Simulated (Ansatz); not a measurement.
## TO phonon frequency at X of zinc-blende AlP at several levels of theory

No measured value is used here.

```
level (code)                   value (cm⁻¹)  cell (Å³/atom)
-----------------------------  ------------  --------------
LDA (Ansatz)                            414           20.05
PBE (Ansatz)                            397           20.88
B3LYP (VWN-RPA form) (Ansatz)           396           20.99
HSE06 (Ansatz)                          414           20.52
LC-ωPBE (Ansatz)                          …           20.01
PBE0 (Ansatz)                           416           20.49
Hartree–Fock (Ansatz)                   415           21.23
```

Q: Complete the blanks.

A: 
- LC-ωPBE (Ansatz, a quantum-chemistry and plane-wave program), value (cm⁻¹): 438

Each level is taken at its own relaxed cell. K meshes differ between the levels. Ansatz's density-functional and Hartree–Fock values are scalar-relativistic unless marked +SOC, with PAW data made under PBE.
